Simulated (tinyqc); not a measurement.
UHF in the sto-3g basis, for LiH+, spin multiplicity 2, step by step. One step of it, computed by the program tinyqc.

Question. Iteration 2: building the Fock matrix. J_ij = sum D_kl (ij|kl) with D = D(alpha) + D(beta), K_ij = sum D_kl (ik|jl) for each spin; F = H + J - K(s); E = tr D H + tr D J / 2 - 0.5 sum_s tr D(s) K(s) + E_nn.

D(alpha) after iteration 1, lower triangle:
```
            1Li 1s     1Li 2s    1Li 2px   1Li 2py    1Li 2pz     2H 1s
1Li 1s    0.807402
1Li 2s   -0.016291   0.002800
1Li 2px   0.000000   0.000000   0.006602
1Li 2py   0.000000   0.000000  -0.080986  0.993398
1Li 2pz  -0.003662   0.012731   0.000000  0.000000   0.064847
2H 1s     0.006098  -0.021668   0.000000  0.000000  -0.110378  0.187878
```

D(beta) after iteration 1, lower triangle:
```
            1Li 1s     1Li 2s   1Li 2px   1Li 2py    1Li 2pz     2H 1s
1Li 1s    0.808650
1Li 2s   -0.019128   0.002920
1Li 2px   0.000000   0.000000  0.000000
1Li 2py   0.000000   0.000000  0.000000  0.000000
1Li 2pz  -0.003719   0.012737  0.000000  0.000000   0.064847
2H 1s     0.006439  -0.021682  0.000000  0.000000  -0.110379  0.187880
```

core Hamiltonian H = T + V (hartree), lower triangle:
```
            1Li 1s     1Li 2s    1Li 2px    1Li 2py    1Li 2pz      2H 1s
1Li 1s   -4.592163
1Li 2s   -1.029448  -1.289083
1Li 2px   0.000000   0.000000  -1.048686
1Li 2py   0.000000   0.000000   0.000000  -1.048686
1Li 2pz  -0.005098  -0.059211   0.000000   0.000000  -1.087886
2H 1s    -0.013856  -0.192761   0.000000   0.000000  -0.288291  -1.024785
```

Two-electron integrals (ij|kl) in chemists' order, unique and non-zero (hartree):
```
(11|11) 1.680395   (21|11) 0.265420   (21|21) 0.049941   (22|11) 0.397727
(22|21) 0.092860   (22|22) 0.290562   (31|31) 0.008981   (32|31) 0.013788
(32|32) 0.064184   (33|11) 0.396640   (33|21) 0.092880   (33|22) 0.290497
(33|33) 0.312946   (41|41) 0.008981   (42|41) 0.013788   (42|42) 0.064184
(43|43) 0.016869   (44|11) 0.396640   (44|21) 0.092880   (44|22) 0.290497
(44|33) 0.279207   (44|44) 0.312946   (51|51) 0.008981   (52|51) 0.013788
(52|52) 0.064184   (53|53) 0.016869   (54|54) 0.016869   (55|11) 0.396640
(55|21) 0.092880   (55|22) 0.290497   (55|33) 0.279207   (55|44) 0.279207
(55|55) 0.312946   (61|11) 0.003033   (61|21) 0.000592   (61|22) 0.001182
(61|33) 0.001161   (61|44) 0.001161   (61|51) 0.000097   (61|52) 0.000199
(61|55) 0.001226   (61|61) 0.000008   (62|11) 0.034011   (62|21) 0.008166
(62|22) 0.031220   (62|33) 0.029339   (62|44) 0.029339   (62|51) 0.001114
(62|52) 0.009832   (62|55) 0.034944   (62|61) 0.000127   (62|62) 0.008985
(63|31) 0.000283   (63|32) 0.001953   (63|53) 0.001035   (63|63) 0.000308
(64|41) 0.000283   (64|42) 0.001953   (64|54) 0.001035   (64|64) 0.000308
(65|11) 0.050989   (65|21) 0.012266   (65|22) 0.047414   (65|33) 0.044343
(65|44) 0.044343   (65|51) 0.001722   (65|52) 0.015376   (65|55) 0.053498
(65|61) 0.000193   (65|62) 0.014205   (65|65) 0.022494   (66|11) 0.186067
(66|21) 0.044867   (66|22) 0.183381   (66|33) 0.171046   (66|44) 0.171046
(66|51) 0.005096   (66|52) 0.057647   (66|55) 0.207709   (66|61) 0.000684
(66|62) 0.073494   (66|65) 0.117630   (66|66) 0.774606
```

nuclear repulsion = 0.55820381 hartree

Give: Coulomb J; exchange K(alpha); exchange K(beta); F(alpha); F(beta); total energy of this density.

Answer.

Coulomb J (hartree), lower triangle:
```
         1Li 1s  1Li 2s  1Li 2px  1Li 2py  1Li 2pz  2H 1s
1Li 1s    3.192
1Li 2s    0.542   1.011
1Li 2px   0.000   0.000    0.994
1Li 2py   0.000   0.000   -0.003    1.027
1Li 2pz   0.002   0.017    0.000    0.000    1.007
2H 1s     0.006   0.109    0.000    0.000    0.167  0.732
```

exchange K(alpha) (hartree), lower triangle:
```
         1Li 1s  1Li 2s  1Li 2px  1Li 2py  1Li 2pz  2H 1s
1Li 1s    1.358
1Li 2s    0.222   0.105
1Li 2px   0.000   0.000    0.027
1Li 2py   0.000   0.000   -0.024    0.319
1Li 2pz   0.000   0.000    0.000    0.000    0.036
2H 1s     0.002   0.006    0.000    0.000    0.000  0.119
```

exchange K(beta) (hartree), lower triangle:
```
         1Li 1s  1Li 2s  1Li 2px  1Li 2py  1Li 2pz  2H 1s
1Li 1s    1.349
1Li 2s    0.207   0.040
1Li 2px   0.000   0.000    0.008
1Li 2py   0.000   0.000    0.000    0.008
1Li 2pz   0.000   0.000    0.000    0.000    0.019
2H 1s     0.002   0.004    0.000    0.000   -0.001  0.118
```

F(alpha) (hartree), lower triangle:
```
         1Li 1s  1Li 2s  1Li 2px  1Li 2py  1Li 2pz   2H 1s
1Li 1s   -2.758
1Li 2s   -0.710  -0.383
1Li 2px   0.000   0.000   -0.081
1Li 2py   0.000   0.000    0.021   -0.340
1Li 2pz  -0.003  -0.042    0.000    0.000   -0.117
2H 1s    -0.009  -0.089    0.000    0.000   -0.122  -0.411
```

F(beta) (hartree), lower triangle:
```
         1Li 1s  1Li 2s  1Li 2px  1Li 2py  1Li 2pz   2H 1s
1Li 1s   -2.750
1Li 2s   -0.695  -0.318
1Li 2px   0.000   0.000   -0.063
1Li 2py   0.000   0.000   -0.003   -0.029
1Li 2pz  -0.003  -0.042    0.000    0.000   -0.100
2H 1s    -0.009  -0.087    0.000    0.000   -0.121  -0.411
```

total energy of this density = -6.26400 hartree

This density is a damped mixture and is not idempotent.
